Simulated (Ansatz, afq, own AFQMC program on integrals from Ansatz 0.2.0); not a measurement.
# SiH₄ (triplet): AFQMC on the coupled-cluster ladder at scale of all distances = 1.137, 6-31G, part 2 of 2

Ansatz 0.2.0, Gaussian basis, and an in-house AFQMC program (afq) on its integrals; all values are calculated; 6-31G, frozen cores. The steps go on from the part before.

**13. Phaseless AFQMC, single-determinant trial on ROHF**

It reads the integrals that the CCSD(T) run on this determinant wrote.

The run is started by

```console
afq ham --method phaseless --trial hf --walkers 400 --populations 1 --least-time 40 --time-step 0.005 --steps-per-block 20 --equilibration-blocks 112 --max-blocks 600 --target-error 0.00102 --factor-cut 1e-05 --start spin_pure --seed 8961 --taylor-order 6
```

What it wrote:

```text
orbitals 16  electrons 5 3  factors 105 of 268
reference energy -290.95682530 Eh
CCSD correlation -0.11057045 Eh in 10 cycles, weight of the determinant in the CISD state 0.8805
energy of the start -290.956826 Eh
 block  time / (1/Eh)  mean weight  energy / Eh
     1     0.100  1.0003  -290.968662
     2     0.200  1.0000  -290.979090
     3     0.300  1.0004  -290.987881
     4     0.400  1.0003  -290.996922
     5     0.500  1.0001  -291.003519
     6     0.600  1.0009  -291.008453
     7     0.700  1.0003  -291.012508
     8     0.800  1.0003  -291.017129
     9     0.900  0.9999  -291.023183
    10     1.000  1.0008  -291.027590
    14     1.400  1.0007  -291.041570
    27     2.700  1.0002  -291.055841
    40     4.000  1.0002  -291.070425
    53     5.300  0.9997  -291.068252
    66     6.600  0.9997  -291.063242
    79     7.900  0.9994  -291.052171
    92     9.200  0.9997  -291.069390
   105    10.500  0.9998  -291.063998
   118    11.800  1.0001  -291.067720
   131    13.100  0.9999  -291.059681
   144    14.400  1.0005  -291.060108
   157    15.700  1.0002  -291.072122
   170    17.000  1.0003  -291.058777
   183    18.300  1.0000  -291.064789
   196    19.600  1.0002  -291.062670
   209    20.900  1.0000  -291.063898
   222    22.200  1.0002  -291.061551
   235    23.500  0.9999  -291.059286
   248    24.800  1.0002  -291.058423
   261    26.100  1.0000  -291.062362
   274    27.400  1.0001  -291.060895
   287    28.700  0.9996  -291.068095
   300    30.000  1.0000  -291.062952
   313    31.300  0.9999  -291.067904
   326    32.600  1.0001  -291.073739
   339    33.900  0.9998  -291.058653
   352    35.200  1.0003  -291.060267
   365    36.500  0.9999  -291.055602
   378    37.800  0.9999  -291.064041
   391    39.100  1.0007  -291.067749
   404    40.400  0.9996  -291.070625
   417    41.700  0.9973  -291.057195
   430    43.000  1.0003  -291.064214
   443    44.300  0.9994  -291.081939
   456    45.600  1.0003  -291.063957
   469    46.900  1.0004  -291.066870
   482    48.200  0.9991  -291.062823
   495    49.500  0.9998  -291.055519
   508    50.800  1.0001  -291.071936
   521    52.100  1.0003  -291.064533
blocks merged  error / Eh  count
     1  0.000318  410
     2  0.000433  205
     4  0.000582  102
     8  0.000745  51
    16  0.000838  25
    32  0.001084  12
energy -291.062845 +/- 0.000838 Eh
```

It took 2.3 min on 1 thread of Arm Neoverse V1, shared host.

Energy -7920.2235 ± 0.0228 eV. Caveats: constraint bias not in the error. The error still grows with block length (0.0203 to 0.0295 eV), so the bar may be too small.

**14. Free-projection AFQMC, CISD trial on ROHF**

It reads the integrals that the CCSD(T) run on this determinant wrote.

The run is started by

```console
afq ham --method free --trial cisd --walkers 200 --time-step 0.03 --max-blocks 80 --target-error 0.00034 --factor-cut 1e-05 --seed 2678 --times 0,0.3,0.6,1.2,1.8,2.4,3.6,4.8,6 --taylor-order 8
```

What it wrote:

```text
orbitals 16  electrons 5 3  factors 105 of 268
reference energy -290.95682530 Eh
CCSD correlation -0.11057045 Eh in 10 cycles, weight of the determinant in the CISD state 0.8805
repeat  energy at the last time / Eh  error
    10  -291.070617  0.000320
    20  -291.070467  0.000189
    30  -291.070333  0.000146
time / (1/Eh)  energy / Eh  error  mean overlap
  0.00  -291.067406  0.000055  1.1357
  0.30  -291.068439  0.000068  1.1389
  0.60  -291.069176  0.000069  1.1352
  1.20  -291.069919  0.000070  1.1418
  1.80  -291.070363  0.000077  1.1369
  2.40  -291.070564  0.000104  1.1309
  3.60  -291.070558  0.000112  1.1407
  4.80  -291.070466  0.000126  1.1608
  6.00  -291.070332  0.000141  1.1758
energy -291.070332 +/- 0.000141 Eh
```

Run time: 53 s. Hardware: 1 thread of Arm Neoverse V1, shared host.

Energy -7920.4272 ± 0.0038 eV. Caveats: remainder of the start not in the error.

**15. CCSD(T) on UHF**

File in.yaml:

```yaml
crystal:
  periodic: [false, false, false]
  atoms:
    - {symbol: Si, position_ang: [0.000000, 0.000000, 0.000000]}
    - {symbol: H, position_ang: [-0.013104, 1.233767, 1.225204]}
    - {symbol: H, position_ang: [-0.018757, -1.225268, 1.233630]}
    - {symbol: H, position_ang: [0.018757, 1.225268, -1.233630]}
    - {symbol: H, position_ang: [0.013104, -1.233767, -1.225204]}
basis:
  gaussian: {orbitals: 6-31G}
magnetization: {spin_polarized: true, initial_magnetization: 2}
correlation: {method: ccsd_t, electrons: outside_noble_gas, hamiltonian_folder: ham}
```

The run is started by

```console
ansatz run in.yaml --threads 1 --pin off --events-out ev --progress --plain --max-ram 1382MiB
```

What it wrote (excerpt; [...] marks lines left out):

```text
Functional definition: HF
  name "HF"
  cite "Fock, Z. Phys. 61, 126 (1930) doi:10.1007/BF01340294"
  parent pbe
[...]
268 factors; integrals over basis functions are off by at most 2.0e-4 eV
[...]
mean field -7917.58686908 eV, -290.9659507057 hartree, gradient 1.4e-6 eV, S^2 2.052296; 3 other end points of the search recorded, 0 dependent functions left out
determinant -7917.58686908 eV, -290.9659507057 hartree, with singles and doubles -7920.34863133 eV, -291.0674435962 hartree
determinant -7915.74361510 eV, -290.8982123711 hartree, with singles and doubles -7918.10688276 eV, -290.9850608559 hartree
5 core orbitals not correlated: weight in the atoms' cores, before any rotation towards them, 1.000 or more for the frozen orbitals, at most 0.000 for the correlated occupied ones
reference -7917.58686908 eV, -290.9659507057 hartree; 5, 3 occupied and 11, 13 virtual orbitals, 268 factors
second order -1.72872198 eV of doubles, -0.00000000 eV of singles
cycle   1  -2.76216258 eV  change   -4.0e-4 eV  update   4.2e-4
[...]
cycle   7  -2.76276220 eV  change   -2.8e-6 eV  update   5.2e-7
perturbative correction -0.05689852 eV, -0.0020909820 hartree
Total energy: -7920.40652981 eV, -291.0695713260 hartree
```

It took 0.51 s on 1 thread of Arm Neoverse V1, shared host.

From the report: ⟨S²⟩ of the determinant 2.052 (pure triplet: 2.00); correlation -2.8197 eV; T1 0.021; largest double amplitude 0.10.

This run also writes the integrals to the folder ham.

**16. CCSDT(Q) on UHF**

in.yaml, as its differences from that of step 15:

```diff
@@ -11,2 +11,2 @@
 magnetization: {spin_polarized: true, initial_magnetization: 2}
-correlation: {method: ccsd_t, electrons: outside_noble_gas, hamiltonian_folder: ham}
+correlation: {method: ccsdt_q, electrons: outside_noble_gas}
```

Same command.

What it wrote (excerpt; [...] marks lines left out):

```text
Functional definition: HF
  name "HF"
  cite "Fock, Z. Phys. 61, 126 (1930) doi:10.1007/BF01340294"
  parent pbe
[...]
455 factors; integrals over basis functions are off by at most 9.3e-8 eV
[...]
mean field -7917.58702757 eV, -290.9659565298 hartree, gradient 1.1e-6 eV, S^2 2.052297; 5 other end points of the search recorded, 0 dependent functions left out
determinant -7917.58702757 eV, -290.9659565298 hartree, with singles and doubles -7920.34875150 eV, -291.0674480125 hartree
determinant -7915.74381399 eV, -290.8982196803 hartree, with singles and doubles -7918.10705789 eV, -290.9850672916 hartree
5 core orbitals not correlated: weight in the atoms' cores, before any rotation towards them, 1.000 or more for the frozen orbitals, at most 0.000 for the correlated occupied ones
reference -7917.58702757 eV, -290.9659565298 hartree; 5, 3 occupied and 11, 13 virtual orbitals, 455 factors
second order -1.72873698 eV of doubles, -0.00000000 eV of singles
cycle   1  -2.27856308 eV  change   -5.5e-1 eV  update   8.6e-2
[...]
cycle  13  -2.84984547 eV  change    2.2e-7 eV  update   3.5e-7
perturbative correction -0.00042952 eV, -0.0000157846 hartree
Total energy: -7920.43730256 eV, -291.0707022037 hartree
```

Wall time 2.8 s (1 thread of Arm Neoverse V1, shared host).

From the report: ⟨S²⟩ of the determinant 2.052 (pure triplet: 2.00); correlation -2.8503 eV; T1 0.022; largest double amplitude 0.10.

**17. CCSDTQ on UHF**

in.yaml, as its differences from that of step 16:

```diff
@@ -11,2 +11,2 @@
 magnetization: {spin_polarized: true, initial_magnetization: 2}
-correlation: {method: ccsdt_q, electrons: outside_noble_gas}
+correlation: {method: ccsdtq, electrons: outside_noble_gas}
```

Same command.

What it wrote (excerpt; [...] marks lines left out):

```text
Functional definition: HF
  name "HF"
  cite "Fock, Z. Phys. 61, 126 (1930) doi:10.1007/BF01340294"
  parent pbe
[...]
455 factors; integrals over basis functions are off by at most 9.3e-8 eV
[...]
mean field -7917.58702757 eV, -290.9659565298 hartree, gradient 1.1e-6 eV, S^2 2.052297; 5 other end points of the search recorded, 0 dependent functions left out
determinant -7917.58702757 eV, -290.9659565298 hartree, with singles and doubles -7920.34875150 eV, -291.0674480125 hartree
determinant -7915.74381399 eV, -290.8982196803 hartree, with singles and doubles -7918.10705789 eV, -290.9850672916 hartree
5 core orbitals not correlated: weight in the atoms' cores, before any rotation towards them, 1.000 or more for the frozen orbitals, at most 0.000 for the correlated occupied ones
reference -7917.58702757 eV, -290.9659565298 hartree; 5, 3 occupied and 11, 13 virtual orbitals, 455 factors
second order -1.72873698 eV of doubles, -0.00000000 eV of singles
cycle   1  -2.27856308 eV  change   -5.5e-1 eV  update   8.6e-2
[...]
cycle  14  -2.84907433 eV  change   -6.4e-7 eV  update   2.6e-7
Total energy: -7920.43610189 eV, -291.0706580802 hartree
```

Wall time 19 s (1 thread of Arm Neoverse V1, shared host).

From the report: ⟨S²⟩ of the determinant 2.052 (pure triplet: 2.00); correlation -2.8491 eV; T1 0.022; largest double amplitude 0.10.

**18. Phaseless AFQMC, CISD trial on UHF**

It reads the integrals that the CCSD(T) run on this determinant wrote.

The run is started by

```console
afq ham --method phaseless --trial cisd --walkers 200 --populations 1 --least-time 40 --time-step 0.005 --steps-per-block 50 --equilibration-blocks 28 --max-blocks 300 --target-error 0.00034 --factor-cut 1e-05 --start spin_pure --seed 2804 --release-times 0.24,0.5,1,1.5 --release-step 0.02 --release-every 4 --taylor-order 6
```

What it wrote:

```text
orbitals 16  electrons 5 3  factors 105 of 268
reference energy -290.96595071 Eh
CCSD correlation -0.10152950 Eh in 12 cycles, weight of the determinant in the CISD state 0.8810
energy of the start -291.066611 Eh
 block  time / (1/Eh)  mean weight  energy / Eh
     1     0.250  1.0002  -291.066102
     2     0.500  1.0000  -291.066178
     3     0.750  0.9999  -291.066322
     4     1.000  0.9999  -291.066761
     5     1.250  0.9999  -291.067231
     6     1.500  0.9995  -291.067578
     7     1.750  1.0004  -291.068130
     8     2.000  1.0001  -291.068205
     9     2.250  1.0000  -291.068515
    10     2.500  1.0002  -291.068985
    13     3.250  1.0002  -291.069050
    17     4.250  1.0005  -291.070410
    21     5.250  0.9999  -291.070536
    25     6.250  0.9998  -291.069842
    29     7.250  0.9998  -291.069971
    33     8.250  1.0003  -291.069372
    37     9.250  1.0004  -291.069044
    41    10.250  0.9997  -291.070052
    45    11.250  0.9996  -291.070584
    49    12.250  1.0004  -291.068568
    53    13.250  0.9998  -291.069751
    57    14.250  1.0005  -291.069654
    61    15.250  0.9996  -291.068755
    65    16.250  0.9987  -291.071266
    69    17.250  1.0002  -291.070465
    73    18.250  0.9996  -291.070372
    77    19.250  0.9997  -291.068746
    81    20.250  1.0009  -291.068688
    85    21.250  0.9996  -291.071377
    89    22.250  1.0001  -291.069825
    93    23.250  0.9994  -291.069858
    97    24.250  1.0001  -291.070523
   101    25.250  0.9999  -291.069845
   105    26.250  1.0000  -291.069660
   109    27.250  0.9998  -291.068820
   113    28.250  0.9996  -291.071036
   117    29.250  0.9997  -291.071036
   121    30.250  0.9990  -291.069825
   125    31.250  1.0008  -291.071042
   129    32.250  1.0005  -291.069614
   133    33.250  1.0002  -291.069329
   137    34.250  1.0000  -291.070689
   141    35.250  0.9996  -291.071708
   145    36.250  1.0000  -291.069372
   149    37.250  0.9995  -291.069257
   153    38.250  1.0007  -291.070491
   157    39.250  1.0006  -291.069710
   161    40.250  1.0003  -291.071000
   165    41.250  0.9996  -291.072998
   169    42.250  1.0003  -291.069775
   173    43.250  0.9996  -291.070039
   177    44.250  0.9996  -291.068629
   181    45.250  0.9997  -291.069777
   185    46.250  1.0003  -291.070381
blocks merged  error / Eh  count
     1  0.000060  160
     2  0.000076  80
     4  0.000093  40
     8  0.000106  20
    16  0.000114  10
released: time / (1/Eh)  energy / Eh  error  mean overlap
  0.24  -291.070057  0.000089  1.0029
  0.50  -291.070140  0.000085  1.0060
  1.00  -291.070297  0.000070  0.9995
  1.50  -291.070321  0.000106  1.0013
energy -291.069961 +/- 0.000106 Eh
```

Run time: 1.9 min. Hardware: 1 thread of Arm Neoverse V1, shared host.

Energy -7920.4171 ± 0.0029 eV. Caveats: constraint bias not in the error.

**19. Phaseless AFQMC, single-determinant trial on UHF**

It reads the integrals that the CCSD(T) run on this determinant wrote.

The run is started by

```console
afq ham --method phaseless --trial hf --walkers 400 --populations 1 --least-time 40 --time-step 0.005 --steps-per-block 20 --equilibration-blocks 112 --max-blocks 600 --target-error 0.00102 --factor-cut 1e-05 --start spin_pure --seed 8961 --taylor-order 6
```

What it wrote:

```text
orbitals 16  electrons 5 3  factors 105 of 268
reference energy -290.96595071 Eh
CCSD correlation -0.10152950 Eh in 12 cycles, weight of the determinant in the CISD state 0.8810
energy of the start -290.967253 Eh
 block  time / (1/Eh)  mean weight  energy / Eh
     1     0.100  1.0003  -290.978171
     2     0.200  0.9999  -290.988081
     3     0.300  1.0002  -290.995754
     4     0.400  1.0003  -291.003414
     5     0.500  1.0002  -291.009950
     6     0.600  1.0008  -291.015610
     7     0.700  1.0003  -291.019433
     8     0.800  1.0004  -291.023727
     9     0.900  1.0000  -291.028262
    10     1.000  1.0007  -291.032061
    13     1.300  1.0005  -291.038713
    25     2.500  1.0002  -291.058446
    37     3.700  1.0001  -291.066556
    49     4.900  0.9994  -291.063344
    61     6.100  1.0003  -291.066155
    73     7.300  0.9996  -291.058788
    85     8.500  1.0002  -291.064541
    97     9.700  0.9994  -291.062529
   109    10.900  1.0004  -291.068057
   121    12.100  0.9998  -291.067875
   133    13.300  0.9999  -291.056848
   145    14.500  1.0005  -291.073693
   157    15.700  1.0000  -291.070600
   169    16.900  1.0000  -291.063468
   181    18.100  1.0000  -291.068056
   193    19.300  0.9998  -291.067184
   205    20.500  0.9995  -291.063349
   217    21.700  1.0003  -291.064868
   229    22.900  1.0003  -291.062127
   241    24.100  0.9999  -291.056234
   253    25.300  0.9997  -291.057853
   265    26.500  1.0006  -291.061552
   277    27.700  1.0004  -291.062189
   289    28.900  0.9992  -291.060980
   301    30.100  1.0002  -291.062618
   313    31.300  1.0002  -291.070880
   325    32.500  1.0006  -291.066389
   337    33.700  0.9999  -291.054626
   349    34.900  0.9998  -291.061775
   361    36.100  0.9999  -291.072993
   373    37.300  0.9999  -291.062564
   385    38.500  1.0001  -291.061820
   397    39.700  0.9998  -291.065952
   409    40.900  1.0002  -291.060094
   421    42.100  1.0006  -291.054982
   433    43.300  0.9997  -291.073220
   445    44.500  1.0003  -291.072076
   457    45.700  1.0000  -291.064806
   469    46.900  1.0002  -291.063013
   481    48.100  1.0001  -291.064458
   493    49.300  0.9996  -291.061695
   505    50.500  1.0001  -291.070671
blocks merged  error / Eh  count
     1  0.000244  400
     2  0.000306  200
     4  0.000391  100
     8  0.000489  50
    16  0.000630  25
    32  0.000581  12
energy -291.064972 +/- 0.000630 Eh
```

Run time: 2.2 min. Hardware: 1 thread of Arm Neoverse V1, shared host.

Energy -7920.2814 ± 0.0171 eV. The run doesn't count as converged. Caveats: constraint bias not in the error; error not settled.

**20. Free-projection AFQMC, CISD trial on UHF**

It reads the integrals that the CCSD(T) run on this determinant wrote.

The run is started by

```console
afq ham --method free --trial cisd --walkers 200 --time-step 0.03 --max-blocks 80 --target-error 0.00034 --factor-cut 1e-05 --seed 2678 --times 0,0.3,0.6,1.2,1.8,2.4,3.6,4.8,6 --taylor-order 8
```

What it wrote:

```text
orbitals 16  electrons 5 3  factors 105 of 268
reference energy -290.96595071 Eh
CCSD correlation -0.10152950 Eh in 12 cycles, weight of the determinant in the CISD state 0.8810
repeat  energy at the last time / Eh  error
    10  -291.070867  0.000334
    20  -291.070677  0.000188
    30  -291.070546  0.000146
time / (1/Eh)  energy / Eh  error  mean overlap
  0.00  -291.067455  0.000055  1.1352
  0.30  -291.068500  0.000064  1.1344
  0.60  -291.069263  0.000079  1.1318
  1.20  -291.069930  0.000088  1.1353
  1.80  -291.070441  0.000098  1.1321
  2.40  -291.070377  0.000076  1.1313
  3.60  -291.070511  0.000112  1.1354
  4.80  -291.070418  0.000099  1.1588
  6.00  -291.070567  0.000143  1.1565
energy -291.070567 +/- 0.000143 Eh
```

Run time: 53 s. Hardware: 1 thread of Arm Neoverse V1, shared host.

Energy -7920.4336 ± 0.0039 eV. Caveats: remainder of the start not in the error.

**21. AFQMC on the ladder**

On the ROHF determinant, counted from full CI (exact for this spin and basis):

```csv
level,energy (eV),from full CI (kJ/mol),statistical error (kJ/mol),time
HF,-7917.3386,+298.9,,
MP2,-7919.3412,+105.6,,
CCSD,-7920.3473,+8.6,,
CCSD(T),-7920.4105,+2.5,,
CCSDT(Q),-7920.4371,-0.1,,
CCSDTQ,-7920.4360,0.0,,
full CI,-7920.4359,0.0,,
"Phaseless AFQMC, CISD trial, step 0.005, 200 walkers",-7920.4144,+2.1,0.4,1.9 min
"Phaseless AFQMC, single-determinant trial, step 0.005, 400 walkers",-7920.2235,+20.5,2.2,2.3 min
"Free-projection AFQMC, CISD trial, step 0.03, 200 walkers",-7920.4272,+0.8,0.4,53 s
```

The full CI on restricted orbitals is not used as the yardstick for these unrestricted rows.

On the UHF determinant, counted from CCSDTQ (a yardstick, not exact):

```csv
level,energy (eV),from CCSDTQ (kJ/mol),statistical error (kJ/mol),time
HF,-7917.5869,+274.9,,
MP2,-7919.3156,+108.1,,
CCSD,-7920.3496,+8.3,,
CCSD(T),-7920.4065,+2.9,,
CCSDT(Q),-7920.4373,-0.1,,
CCSDTQ,-7920.4361,0.0,,
"Phaseless AFQMC, CISD trial, step 0.005, 200 walkers",-7920.4171,+1.8,0.3,1.9 min
"Free-projection AFQMC, CISD trial, step 0.03, 200 walkers",-7920.4336,+0.2,0.4,53 s
```

The functionals' totals stand on their own zeros and serve differences with other points: PBE -7931.715 eV; r2SCAN -7935.099 eV; PBE0 -7932.217 eV; B3LYP -7936.423 eV; wB97M-V -7934.243 eV; B2PLYP -7931.063 eV.

**22. Summary of results**

This closing draws on all 2 parts.

| quantity | value |
| --- | --- |
| CCSD(T) on ROHF from full CI | +2.5 kJ/mol |
| Phaseless AFQMC, CISD trial on ROHF from full CI | +2.1 ± 0.4 kJ/mol |
| Phaseless AFQMC, single-determinant trial on ROHF from full CI | +20.5 ± 2.2 kJ/mol |
| Free-projection AFQMC, CISD trial on ROHF from full CI | +0.8 ± 0.4 kJ/mol |
| CCSD(T) on UHF from CCSDTQ | +2.9 kJ/mol |
| Phaseless AFQMC, CISD trial on UHF from CCSDTQ | +1.8 ± 0.3 kJ/mol |
| Free-projection AFQMC, CISD trial on UHF from CCSDTQ | +0.2 ± 0.4 kJ/mol |

On ROHF the phaseless walk with the CISD trial lies +2.1 kJ/mol from full CI, 6 times its error bar: mostly the bias of the constraint. A single-determinant trial moves the result by +18.4 kJ/mol. Free projection has no constraint; at the last time it gives +0.8 ± 0.4 kJ/mol. On UHF the phaseless walk with the CISD trial lies +1.8 kJ/mol from CCSDTQ, 7 times its error bar. Free projection has no constraint; at the last time it gives +0.2 ± 0.4 kJ/mol, and from a start that isn't spin pure other spins can mix in. Error bars are statistical and leave out the constraint, the time step and what remains of the start.
